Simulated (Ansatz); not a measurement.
A made-up structure of Al₂BH₄, doublet:

```
7
angstrom
B -0.2404 0.0035 -0.1111
Al -2.0830 0.0356 -0.9755
Al 2.0566 -0.0354 0.9634
H -2.9954 -1.1787 -0.9180
H -2.5859 1.2752 -1.6973
H 2.9894 1.2492 0.8860
H 2.5598 -1.3440 1.7122
```

It is relaxed with PBE-D4/def2-SVP and then PBE0-D4/def2-TZVP (Ansatz 0.2.0). Atoms count as bonded within 1.22 times the sum of their covalent radii (H–H: 0.88 Å). The end point is not checked to be a true minimum.

Does its bonding change? (Judge from chemistry; the calculation decides.)

Computed: Yes. Formed: B1–Al3; broken: none.

Where it ends: The first stage lowers the energy by 0.78 eV in 5 steps. It ends as Al₂BH₄ ([AlH2][B][AlH2]):
```
7
angstrom
B -0.0428 0.0005 -0.0199
Al -1.9271 0.0331 -0.9027
Al 1.8417 -0.0317 0.8627
H -2.8526 -1.2571 -0.8205
H -2.4191 1.3480 -1.6490
H 2.7667 1.2588 0.7801
H 2.3342 -1.3463 1.6091
```

Labels in which every atom is bracketed show which atoms are joined, not bond orders.

For scale, one of the runs: PBE0-D4/def2-TZVP relaxation, 129 basis functions, launched by `ansatz run in.yaml --threads 2 --pin off --events-out ev --progress --plain --max-ram 4352MiB`. The run took about 16 s on 2 CPU threads of an Arm Neoverse V2 (shared host).
